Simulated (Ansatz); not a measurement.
1T (CdI2-type) SnSe₂ was calculated with PBE0+SOC (Ansatz, an electronic-structure program, plane waves, PAW).

Settings: plane-wave cutoff 460 eV, 9×9×4 k mesh (along the axes of the cell as run), Fermi–Dirac smearing 0.01 eV, PAW data made under PBE.

Cell (measured lattice):

```
SnSe2
1.0
    3.81100     0.00000     0.00000
   -1.90550     3.30042     0.00000
    0.00000     0.00000     6.14000
Sn Se
1 2
Cartesian
  0.00000   0.00000   0.00000
  0.00000   2.20028   1.58835
  1.90550   1.10014   4.55165
```

Problem. What does this level give for the band gap and smallest direct gap on the k points sampled?

Solution. 
band gap: 1.85 eV (indirect)
smallest direct gap on the k points sampled: 2.41 eV

Measured, for comparison: band gap 0.98 eV (temperature not stated, not corrected to a static lattice, indirect, our sources range from 0.98 to 1.06; as tabulated in Gonzalez and Oleynik (2016), arXiv:1609.04381). Computed (rounded) less measured: band gap +0.87 eV (+0.79 eV to +0.87 eV over the range).

Note: cell and atoms aren't relaxed at this level (largest force component 0.35 eV/Å, pressure 0.2 GPa).

Static lattice: no zero-point or thermal effects.

Computing time: roughly 30 core-minutes.
